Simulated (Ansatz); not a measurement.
Relaxation of Na₃ with UKS B3LYP/def2-TZVP.

```sh
$ ansatz run in.yaml --threads 2 --pin off --events-out ev --progress --plain --max-ram 4352MiB
```

```yaml
crystal:
  periodic: [false, false, false]
  atoms:
    - {symbol: Na, position_ang: [-0.746720, -0.490880, -0.047740]}
    - {symbol: Na, position_ang: [-1.051650, 2.469740, -0.119400]}
    - {symbol: Na, position_ang: [1.798370, -1.978870, 0.167140]}
basis:
  gaussian: {orbitals: def2-TZVP}
magnetization: {spin_polarized: true, initial_magnetization: 1}
hamiltonian: {xc: {name: B3LYP}}
scf: {omitted_lower_state_checks: [starts]}
output: {orbitals: {seedname: orbitals}}
relax: {f_tol: 0.02, max_steps: 100}
```

Hardware: 2 threads of Arm Neoverse V1 on a shared host. Wall time 14 s.

Positions (Å) and forces (eV/Å) at steps 1, 2, 4 of 4:

```xyz
3
step=1 energy=-13249.4236 eV
Na   -0.747   -0.491   -0.048   -0.213   -0.115   -0.014
Na   -1.052    2.470   -0.119   -0.022    0.248   -0.006
Na    1.798   -1.979    0.167    0.235   -0.133    0.020
3
step=2 energy=-13249.4416 eV
Na   -0.760   -0.498   -0.049   -0.178   -0.097   -0.012
Na   -1.062    2.499   -0.121   -0.018    0.207   -0.005
Na    1.822   -2.001    0.169    0.195   -0.110    0.016
3
step=4 energy=-13249.4895 eV
Na   -0.867   -0.559   -0.056   -0.010   -0.008   -0.001
Na   -1.092    2.656   -0.125   -0.001    0.014    0.000
Na    1.959   -2.097    0.181    0.011   -0.006    0.001
```

Another isomer (doublet) lies 0.04 eV lower at PBE0/def2-TZVP; other spin states weren't run for this one.
